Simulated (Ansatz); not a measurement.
Gas-phase electronic energies from Ansatz, PBE0-D4/def2-TZVP geometries. CCSD(T)/CBS is the MP2 limit (def2-TZVPP, def2-QZVPP) plus CCSD(T) − MP2 in def2-TZVPP, frozen cores. This one scheme is used for every species. Double bonds are as drawn, so ΔE can hold a change between cis and trans. DFT in def2-TZVPP. B3LYP here is the variant with VWN-RPA as its local correlation; programs differ in this. Each species was taken in one conformer, which may not be the lowest.

`N/C=C(/F)S` + H₂ → `N/C=C\S` + H–F  (hydrogenolysis of a C–F bond)

```json
{"level": "PBE-D4", "ΔE (eV)": "-0.99"}
{"level": "r2SCAN-D4", "ΔE (eV)": "-1.01"}
{"level": "ωB97M-V", "ΔE (eV)": "-1.08"}
{"level": "PBE0", "ΔE (eV)": "-1.12"}
{"level": "B3LYP", "ΔE (eV)": "-1.07"}
{"level": "CCSD(T)/def2-SVP", "ΔE (eV)": "-1.01"}
{"level": "MP2/def2-QZVPP", "ΔE (eV)": "-1.28"}
{"level": "CCSD/CBS(def2)", "ΔE (eV)": "-1.25"}
```

Task: What does CCSD(T)/CBS give? (An estimate is asked.)

Result: Computed: -1.21 eV. The listed levels differ from it by 0.22, 0.20, 0.13, 0.09, 0.14, 0.20, -0.07, -0.04 eV.

Task: What do rigid-rotor, harmonic-oscillator terms from PBE0-D4/def2-TZVP frequencies (298.15 K, 1 bar) make of the CCSD(T)/CBS value? (Estimate.)

Result: The calculation gave: ΔZPE = +0.20 eV, ΔH = -1.04 eV, ΔS = 26 J/(mol·K), ΔG = -1.12 eV.

Largest T1 diagnostic among the species: 0.013.

At CCSD(T), def2-SVP lies +0.20 eV from the extrapolated value and def2-TZVPP +0.04 eV. Leaving LDA and LC-ωPBE aside and taking each functional with its dispersion term where it has one, the values, not all of them listed here, spread over 0.25 eV, from PBE-QIDH to BLYP-D4. LDA lies +0.05 eV from PBE without D4. From BLYP to BHLYP (50 % exact exchange), in def2-TZVPP and without D4, ΔE moves by −0.18 eV.
